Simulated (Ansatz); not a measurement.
Predict the output of the script below (Ansatz's Python interface).

`composite_alfho.py`
```python
# -*- coding: utf-8 -*-
"""Relax AlFHO cheaply, then refine its energy."""

import itertools

import ansatz as az
from ase.data import atomic_numbers, covalent_radii
import numpy as np

BASIS = "def2-SVP"
FUNCTIONAL = "r2scan"

GEOMETRY = """
O    -0.09830   -1.14540    1.43250
Al    0.02680    0.03110   -0.01130
F    -1.22550    0.01590   -1.34590
H     1.35250    1.03820   -0.09560
"""

system = az.Crystal.molecule()
for line in GEOMETRY.strip().splitlines():
    symbol, *xyz = line.split()
    system = system.atom(symbol, [float(v) for v in xyz])

job = system.calculation()
job = job.basis(gaussian=BASIS).functional(FUNCTIONAL)
job = job.spin("collinear", total=1)
symbols = [site.symbol for site in system.cartesian_sites]
start = np.array([site.position_ang for site in system.cartesian_sites], dtype=float)
summary = job.relax(force_tolerance=0.01).run(threads=1).report
end = np.array(summary["positions_ang"])
# pairs closer than 1.2 times the sum of covalent radii, before or after
radius = [covalent_radii[atomic_numbers[s]] for s in symbols]
span = lambda where, i, j: np.linalg.norm(where[i] - where[j])
bonded = [(i, j) for i, j in itertools.combinations(range(len(symbols)), 2) if min(span(start, i, j), span(end, i, j)) < 1.2 * (radius[i] + radius[j])]
print("pair        before    after (A)")
for i, j in bonded:
    print(f"{symbols[i]}{i}-{symbols[j]}{j}".ljust(10), f"{span(start, i, j):8.4f} {span(end, i, j):8.4f}")

minimum = az.Crystal.molecule()
for symbol, place in zip(symbols, end):
    minimum = minimum.atom(symbol, place.tolist())
at_minimum = minimum.calculation().spin("collinear", total=1)
# MP2 extrapolated to the basis limit, plus the small-basis difference CCSD(T) - MP2
level = lambda method, basis: at_minimum.basis(gaussian=basis).correlation(method).run(threads=1).report
small, large, cluster = level("mp2", "cc-pVDZ"), level("mp2", "cc-pVTZ"), level("ccsd_t", "cc-pVDZ")
corr = lambda each: (each["free_energy_ev"] - each["reference_energy_ev"]) / 27.211386246
mp2_limit = (27 * corr(large) - 8 * corr(small)) / 19
pieces = {"HF / cc-pVTZ": large["reference_energy_ev"] / 27.211386246, "MP2 correlation, DZ-TZ limit": mp2_limit, "CCSD(T) - MP2 / cc-pVDZ": corr(cluster) - corr(small)}
for name, value in pieces.items():
    print(f"{name:32s} {value:14.6f} Ha")
print(f"{'sum':32s} {sum(pieces.values()):14.6f} Ha")
print("T1 diagnostic", round(cluster["correlation"]["coupled_cluster"]["t1_diagnostic"], 4))
```

`python composite_alfho.py` gives:
```text
pair        before    after (A)
O0-Al1       1.8666   1.7427
Al1-F2       1.8302   1.6583
Al1-H3       1.6670   1.5677
HF / cc-pVTZ                        -416.949758 Ha
MP2 correlation, DZ-TZ limit          -0.568707 Ha
CCSD(T) - MP2 / cc-pVDZ               -0.027438 Ha
sum                                 -417.545904 Ha
T1 diagnostic 0.0161
```

What to keep in mind:
- Total energies depend on the basis set; only differences at equal settings carry meaning.
- The sum leaves out core correlation, relativity, the Hartree-Fock basis error and zero-point energy; a DZ-TZ extrapolation is rough.
- The run takes the species as open-shell (spin multiplicity 2), which needn't be its ground state.
- Inner cores stay frozen, so this is valence correlation.
- For Al to Cl the sets with a tight d function, cc-pV(X+d)Z, are usual.
- An extrapolation from small basis sets is rough.
- It ran for 73 s on 1 thread of Arm Neoverse V2 (shared host), peak memory 0.25 GiB.
